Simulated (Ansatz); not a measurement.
A made-up structure of C3H5 (charge -1), singlet:

```
8
angstrom
C -0.4507 0.9937 -0.6708
C 0.2186 0.2050 0.2531
C 0.2668 -1.1659 0.4583
H -1.0955 0.5649 -1.4358
H -0.3488 2.0742 -0.6571
H 0.8307 0.7786 0.9613
H 0.2257 -0.5830 -0.4559
H 0.8678 -1.5878 1.2575
```

It is relaxed with PBE-D4/def2-SVPD and then PBE0-D4/def2-TZVPD (Ansatz 0.2.0). Atoms count as bonded within 1.22 times the sum of their covalent radii (H–H: 0.88 Å). The end point is not checked to be a true minimum.

(1) Does its bonding change? (Judge from chemistry; the calculation decides.)

Results:

(1) The calculation gives: Yes. Formed: none; broken: C2–H7.

Where it ends: The first stage lowers the energy by 4.47 eV in 13 steps. It ends as C₃H₅ ([CH2][CH][CH2]), total charge -1:
```xyz
8
angstrom
C -0.4352 1.1655 -0.6524
C 0.2211 0.3577 0.2644
C 0.4322 -1.0116 0.3278
H -0.9193 0.7576 -1.5378
H -0.4852 2.2405 -0.5111
H 0.6598 0.9109 1.1050
H 0.0556 -1.6892 -0.4363
H 0.9858 -1.4517 1.1511
```

Labels in which every atom is bracketed show which atoms are joined, not bond orders.

For scale, one of the runs: PBE0-D4/def2-TZVPD relaxation, 156 basis functions, launched by `ansatz run in.yaml --threads 2 --pin off --events-out ev --progress --plain --max-ram 4352MiB`. The run took about 5 s on 2 CPU threads of an Intel Xeon 6975P-C (shared host).
